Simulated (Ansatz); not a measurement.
A made-up structure of MgAlH3O, singlet:

Mg1  (-1.945, -0.548, -1.009)
O2  (-0.210, -0.059, -0.110)
Al3  (1.403, 0.395, 0.728)
H4  (-3.576, -1.008, -1.855)
H5  (2.786, 0.939, -0.253)
H6  (1.543, 0.280, 2.499)
(Å)

It is relaxed with PBE-D4/def2-SVP and then PBE0-D4/def2-TZVP (Ansatz 0.2.0). Atoms count as bonded within 1.22 times the sum of their covalent radii (H–H: 0.88 Å). The end point is not checked to be a true minimum.

(1) Does its bonding change? (Judge from chemistry; the calculation decides.)

## Answers

(1) The calculation gives: No: no bond forms or breaks.

Where it ends: The first stage lowers the energy by 1.04 eV in 4 steps. It ends as MgAlH₃O ([MgH][O][AlH2]):
```
6
angstrom
Mg -1.7367 -0.4894 -0.9011
O -0.1878 -0.0527 -0.0980
Al 1.2523 0.3529 0.6496
H -3.1928 -0.8999 -1.6561
H 2.4874 0.8386 -0.2256
H 1.3776 0.2504 2.2311
```

Labels in which every atom is bracketed show which atoms are joined, not bond orders.

For scale, one of the runs: PBE0-D4/def2-TZVP relaxation, 118 basis functions, launched by `ansatz run in.yaml --threads 2 --pin off --events-out ev --progress --plain --max-ram 4352MiB`. The run took about 7.5 s on 2 CPU threads of an Arm Neoverse V2 (shared host).
